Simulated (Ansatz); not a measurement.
# MgP (sextet): the correlation ladder, def2-TZVPP

One table from this session's results is given with a row withheld; the runs are named, their logs left out.

Method: def2-TZVPP, core rule «outside noble gas», up to 10 orbitals frozen; program: Ansatz 0.2.0, Gaussian basis.

The runs, in order: UHF; ROHF; CCSD(T) on UHF.

## The system

The geometry is a PBE0/def2-TZVP stationary point (not a proven minimum) of the parent state, kept for this charge and spin.

2 atoms, charge 0, spin multiplicity 6.

Atoms are counted from 1 here; the program's logs count them from 0.

Bond lengths: P1–Mg2 2.535 Å.

Set-up of the first run:

The input, in.yaml:

```yaml
crystal:
  periodic: [false, false, false]
  atoms:
    - {symbol: P, position_ang: [0.000000, 0.000000, 0.000000]}
    - {symbol: Mg, position_ang: [0.000000, 0.000000, 2.535200]}
basis:
  gaussian: {orbitals: def2-TZVPP}
magnetization: {spin_polarized: true, initial_magnetization: 5}
hamiltonian: {xc: hf}
output: {orbitals: {seedname: orbitals}}
```

Started as:

```sh
$ ansatz run in.yaml --threads 1 --pin off --events-out ev --progress --plain --max-ram 2816MiB --backend cpu
```

Steps of the session up to this table: UHF; ROHF; CCSD(T) on UHF.

One table of the session follows, with a row left open; its other results are not shown here.

It belongs to the step «Misses and costs». 

| method | from UCCSD(T) (kcal/mol) |
| --- | --- |
| ROHF | +72.67 |
| UHF | +72.36 |
| UMP2 | +15.50 |
| UCCSD | ? |
| UCCSD(T) | 0 |

Q: Estimate the row for UCCSD from the others.

As computed: from UCCSD(T) (kcal/mol): +2.79. In the column «from UCCSD(T) (kcal/mol)» it lies between UCCSD(T) (0) and UMP2 (+15.50).
